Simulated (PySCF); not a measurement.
## Calculated properties of `C[CH]CC` [radical]

C4H9 (doublet state).
Atom-mapped SMILES: `[CH3:1][CH:2][CH2:3][CH3:4]` (hydrogens: H5, H6, H7 on C1; H8 on C2; H9, H10 on C3; H11, H12, H13 on C4)

From GFN2-xTB geometry:

```
Rotational constants A, B, C of the GFN2-xTB geometry : 26.604, 3.699, 3.477 GHz
```

UKS B3LYP, pcH-1 on C H, non-relativistic, mean-field spin-orbit, GIAO (PySCF):

```
Isotropic g value                                                      : 2.00263
Principal g values                                                     : 2.00217, 2.00279, 2.00293
Spin squared ⟨S²⟩                                                      : 0.754
Largest Mulliken spin population                                       : 1.03 on C2
Largest isotropic hyperfine couplings (means over sets of like nuclei) : 1H +103.2 (H9/H10), 13C +93.9 (C2), 1H +74.0 (H5/H6/H7), 1H -62.4 (H8), 13C -34.2 (C3) MHz
```

Monoisotopic mass from the formula: 57.0704 u.

With B = h/(8π²I), that is 505.379 GHz u Å² over I, the principal moments of inertia are 19.0, 136.6 and 145.4 u Å² (most abundant isotopes). The rotational constants make it an asymmetric top with κ = (2B − A − C)/(A − C) = -0.98, nearer the prolate limit (−1). ⟨S²⟩ is 0.004 above the pure-spin value S(S + 1) = 0.75. At 9.50 GHz, hν = g·μB·B₀ (B₀ the magnetic field) puts the centre of the isotropic spectrum, to first order, at 338.9 mT.

Isolated species at its GFN2-xTB geometry (one conformer only). Hyperfine couplings depend on the geometry, which wasn't re-optimised at a DFT level. Couplings of like nuclei are plain means over topologically equivalent atoms, as if these changed places fast (by rotation of a methyl-like group, say); in this geometry the members of some sets differ.

Conformer computed: `[CH3:1][CH:2][CH2:3][CH3:4]`: C1–C2–C3–C4 166°.
